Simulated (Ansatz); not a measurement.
Molecule (SMILES): ClCl (Cl2).
Atoms: Cl1, Cl2. Bonds: Cl1-Cl2.

Basis-set convergence of the optimised Cl1-Cl2 bond length at B3LYP with Ansatz (an electronic-structure program). Cartesian d functions, on some or all atoms, in 6-311G**, 6-311+G**; all else is spherical. The program fits the integrals of some runs and decomposes those of others, by size. No added dispersion term, no relativity. Reference: the value in pcseg-4, 2.0079 Å, itself unsure by roughly 0.0005 Å (its mean distance from aug-pcseg-3, aug-cc-pV(Q+d)Z, cc-pV(5+d)Z). Deviations are taken from unrounded values.

```json
[
 {"basis": "def2-SVP", "functions": "36", "optimised Cl1-Cl2 bond length (Å)": "2.0559"},
 {"basis": "def2-SVPD", "functions": "54", "optimised Cl1-Cl2 bond length (Å)": "2.0610"},
 {"basis": "pcseg-1", "functions": "36", "optimised Cl1-Cl2 bond length (Å)": "2.0474"},
 {"basis": "aug-pcseg-1", "functions": "54", "optimised Cl1-Cl2 bond length (Å)": "2.0457"},
 {"basis": "cc-pV(D+d)Z", "functions": "46", "optimised Cl1-Cl2 bond length (Å)": "2.0284"},
 {"basis": "aug-cc-pV(D+d)Z", "functions": "64", "optimised Cl1-Cl2 bond length (Å)": "2.0249"},
 {"basis": "6-311G**", "functions": "54", "optimised Cl1-Cl2 bond length (Å)": "2.0501"},
 {"basis": "6-311+G**", "functions": "62", "optimised Cl1-Cl2 bond length (Å)": "2.0485"},
 {"basis": "pcseg-2", "functions": "68", "optimised Cl1-Cl2 bond length (Å)": "2.0189"},
 {"basis": "aug-pcseg-2", "functions": "100", "optimised Cl1-Cl2 bond length (Å)": "2.0148"},
 {"basis": "def2-TZVP", "functions": "74", "optimised Cl1-Cl2 bond length (Å)": "2.0136"},
 {"basis": "def2-TZVPD", "functions": "92", "optimised Cl1-Cl2 bond length (Å)": "2.0109"},
 {"basis": "cc-pV(T+d)Z", "functions": "78", "optimised Cl1-Cl2 bond length (Å)": "2.0116"},
 {"basis": "aug-cc-pV(T+d)Z", "functions": "110", "optimised Cl1-Cl2 bond length (Å)": "2.0118"},
 {"basis": "def2-TZVPP", "functions": "84", "optimised Cl1-Cl2 bond length (Å)": "2.0134"},
 {"basis": "def2-TZVPPD", "functions": "102", "optimised Cl1-Cl2 bond length (Å)": "2.0107"},
 {"basis": "cc-pV(Q+d)Z", "functions": "128", "optimised Cl1-Cl2 bond length (Å)": "2.0091"},
 {"basis": "aug-cc-pV(Q+d)Z", "functions": "178", "optimised Cl1-Cl2 bond length (Å)": "2.0088"},
 {"basis": "pcseg-3", "functions": "128", "optimised Cl1-Cl2 bond length (Å)": "2.0080"},
 {"basis": "aug-pcseg-3", "functions": "178", "optimised Cl1-Cl2 bond length (Å)": "2.0078"},
 {"basis": "def2-QZVPP", "functions": "140", "optimised Cl1-Cl2 bond length (Å)": "2.0093"},
 {"basis": "def2-QZVPPD", "functions": "158", "optimised Cl1-Cl2 bond length (Å)": "2.0091"}
]
```

What the diffuse functions change, pair by pair:
- def2-SVP to def2-SVPD: 18 more functions, deviation 0.0480 to 0.0531 Å
- pcseg-1 to aug-pcseg-1: 18 more functions, deviation 0.0395 to 0.0377 Å
- cc-pV(D+d)Z to aug-cc-pV(D+d)Z: 18 more functions, deviation 0.0204 to 0.0170 Å
- 6-311G** to 6-311+G**: 8 more functions, deviation 0.0421 to 0.0406 Å
- pcseg-2 to aug-pcseg-2: 32 more functions, deviation 0.0109 to 0.0068 Å
- def2-TZVP to def2-TZVPD: 18 more functions, deviation 0.0057 to 0.0030 Å
- cc-pV(T+d)Z to aug-cc-pV(T+d)Z: 32 more functions, deviation 0.0037 to 0.0039 Å
- def2-TZVPP to def2-TZVPPD: 18 more functions, deviation 0.0055 to 0.0028 Å
- cc-pV(Q+d)Z to aug-cc-pV(Q+d)Z: 50 more functions, deviation 0.0012 to 0.0008 Å
- pcseg-3 to aug-pcseg-3: 50 more functions, deviation 0.0001 to -0.0001 Å
- def2-QZVPP to def2-QZVPPD: 18 more functions, deviation 0.0014 to 0.0011 Å

They bring the value nearer the reference by more than 0.0005 Å in 6 of 11 pairs.
